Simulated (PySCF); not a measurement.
Gas-phase reaction: AlH2Cl + AlCl = AlH + AlHCl2

Method: PySCF energies (xtb for GFN2) plus ideal-gas RRHO corrections (1 bar). † marks an energy on the PBE0/def2-TZVP geometry and frequencies; other levels use their own. MP2 and CCSD(T) freeze the core. 6-31G* has spherical d functions here. All species are closed-shell singlets. AlH2Cl, AlHCl2: computed as isolated molecules; such fragments, hydroxides, amides, oligomers or adducts are transient or little studied in the gas. MP2 isn't extrapolated to the basis-set limit; its ΔH°(298 K) is 58.4 kJ in def2-SVP and 61.9 kJ in def2-TZVPP. CCSD(T) isn't extrapolated to the basis-set limit; its ΔH°(298 K) is 56.1 kJ in def2-SVP and 57.9 kJ in def2-TZVPP. The harmonic model lacks anharmonicity and excited electronic states, which grow with temperature; levels with a mode under 35 cm⁻¹ are left out.

```json
[
 {"level": "BLYP/def2-TZVP†", "ΔE electronic, kJ": "71", "ΔH°(298 K), kJ": "68", "ΔS°(298 K), J/K": "-5", "ΔG°(1400 K), kJ": "71"},
 {"level": "CCSD(T)/def2-TZVPP†", "ΔE electronic, kJ": "62", "ΔH°(298 K), kJ": "58", "ΔS°(298 K), J/K": "-5", "ΔG°(1400 K), kJ": "62"},
 {"level": "GFN2-xTB", "ΔE electronic, kJ": "76", "ΔH°(298 K), kJ": "72", "ΔS°(298 K), J/K": "-2", "ΔG°(1400 K), kJ": "72"},
 {"level": "HF/6-31G*", "ΔE electronic, kJ": "64", "ΔH°(298 K), kJ": "60", "ΔS°(298 K), J/K": "-6", "ΔG°(1400 K), kJ": "65"},
 {"level": "MP2/def2-SVP†", "ΔE electronic, kJ": "62", "ΔH°(298 K), kJ": "58", "ΔS°(298 K), J/K": "-5", "ΔG°(1400 K), kJ": "62"},
 {"level": "PBE/def2-SVP", "ΔE electronic, kJ": "69", "ΔH°(298 K), kJ": "65", "ΔS°(298 K), J/K": "-4", "ΔG°(1400 K), kJ": "68"}
]
```
ΔH° is lowest at CCSD(T)/def2-TZVPP† and highest at GFN2-xTB. No reference value is set beside these.
